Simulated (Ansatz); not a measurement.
**CH4AlCl (built from SMILES [CH3][AlH][Cl]): single points off equilibrium**

Aim: energy, forces and dipole at a displaced guess of a reacting structure, from CCSD(T) and from density functionals.

Method: single points in def2-TZVPP; program: Ansatz 0.2.0, Gaussian basis.

Correlated methods freeze the cores. B3LYP uses VWN-RPA correlation.

### 1 The system as given

7 atoms, charge 0, spin multiplicity 1.

Atoms are counted from 1 here; the program's logs count them from 0.

Bond lengths: Al1–Cl2 2.606 Å, Al1–C4 2.011 Å, C4–H5 1.098 Å, C4–H6 1.095 Å, C4–H7 1.110 Å. Angles: Cl2–Al1–C4 130.6°, Al1–C4–H5 113.4°, Al1–C4–H6 112.0°, Al1–C4–H7 111.2°, H5–C4–H6 108.3°, H5–C4–H7 105.1°, H6–C4–H7 106.3°.

Coordinates:

```xyz
7
CH4AlCl
Al   -0.26790   -0.80970   -0.24560
Cl    1.64200   -1.94130   -1.61030
H    -0.06610   -2.36130   -1.48410
C    -0.33680    0.97610    0.67560
H    -1.13270    1.63140    0.29840
H    -0.45960    0.87450    1.75850
H     0.60420    1.54410    0.52060
```

### 2 CCSD(T)/def2-TZVPP

Input file run/in.yaml:

```yaml
crystal:
  periodic: [false, false, false]
  atoms:
    - {symbol: Al, position_ang: [-0.267900, -0.809700, -0.245600]}
    - {symbol: Cl, position_ang: [1.642000, -1.941300, -1.610300]}
    - {symbol: H, position_ang: [-0.066100, -2.361300, -1.484100]}
    - {symbol: C, position_ang: [-0.336800, 0.976100, 0.675600]}
    - {symbol: H, position_ang: [-1.132700, 1.631400, 0.298400]}
    - {symbol: H, position_ang: [-0.459600, 0.874500, 1.758500]}
    - {symbol: H, position_ang: [0.604200, 1.544100, 0.520600]}
basis:
  gaussian: {orbitals: def2-TZVPP}
correlation: {method: ccsd_t}
output: {forces: true}
```

The command line of these runs was not kept.

### 3 PBE0-D4/def2-TZVPP

Edit run/in.yaml of step 2 so:

```diff
@@ -12,3 +12,3 @@
   gaussian: {orbitals: def2-TZVPP}
-correlation: {method: ccsd_t}
-output: {forces: true}
+hamiltonian: {xc: pbe0, dispersion: d4}
+output: {forces: true, orbitals: {seedname: orbitals}}
```

### 4 wB97M-V/def2-TZVPP

Edit run/in.yaml of step 3 so:

```diff
@@ -12,3 +12,3 @@
   gaussian: {orbitals: def2-TZVPP}
-hamiltonian: {xc: pbe0, dispersion: d4}
-output: {forces: true, orbitals: {seedname: orbitals}}
+hamiltonian: {xc: {name: wB97M-V}}
+output: {forces: true}
```

### 5 r2SCAN-D4/def2-TZVPP

Edit run/in.yaml of step 4 so:

```diff
@@ -12,3 +12,3 @@
   gaussian: {orbitals: def2-TZVPP}
-hamiltonian: {xc: {name: wB97M-V}}
+hamiltonian: {xc: r2scan, dispersion: d4}
 output: {forces: true}
```

### 6 PBE-D4/def2-TZVPP

Edit run/in.yaml of step 5 so:

```diff
@@ -12,3 +12,3 @@
   gaussian: {orbitals: def2-TZVPP}
-hamiltonian: {xc: r2scan, dispersion: d4}
+hamiltonian: {xc: pbe, dispersion: d4}
 output: {forces: true}
```

### 7 r2SCANh-D4/def2-TZVPP

Edit run/in.yaml of step 6 so:

```diff
@@ -12,3 +12,3 @@
   gaussian: {orbitals: def2-TZVPP}
-hamiltonian: {xc: pbe, dispersion: d4}
+hamiltonian: {xc: {name: r2SCANh}, dispersion: d4}
 output: {forces: true}
```

### 8 B3LYP-D4/def2-TZVPP

Edit run/in.yaml of step 7 so:

```diff
@@ -12,3 +12,3 @@
   gaussian: {orbitals: def2-TZVPP}
-hamiltonian: {xc: {name: r2SCANh}, dispersion: d4}
+hamiltonian: {xc: {name: B3LYP}, dispersion: d4}
 output: {forces: true}
```

(Steps that only read results are left out.)

**Question.** What will these runs give? Wanted: energy less free atoms, CCSD(T)/def2-TZVPP; RMS force component; RMS force error; HOMO and LUMO, PBE0-D4; T1 diagnostic.

As calculated:

| quantity | value |
| --- | --- |
| energy less free atoms, CCSD(T)/def2-TZVPP | -19.782 eV |
| RMS force component | 0.554 to 0.620 eV/Å over the methods |
| RMS force error | PBE0-D4 0.089, wB97M-V 0.110, r2SCAN-D4 0.064, PBE-D4 0.131, r2SCANh-D4 0.070, B3LYP-D4 0.107 eV/Å |
| HOMO and LUMO, PBE0-D4 | -5.77 and -2.07 eV |
| T1 diagnostic | 0.015 |

**Reading.** Against CCSD(T) the functionals' energies less atoms differ by -1.151 to -0.613 eV, PBE-D4 by -1.151 eV. The reference is not at the basis limit: in triple zeta CCSD(T) underbinds, which counts against methods that bind more; the gaps are no ranking. On forces the order runs from r2SCAN-D4 to PBE-D4. Frozen-core CCSD(T) forces in triple zeta carry basis errors of their own, and this is one geometry, so small gaps rank nothing. The restricted Hartree–Fock reference is unstable towards an unrestricted one at one or more of these structures.
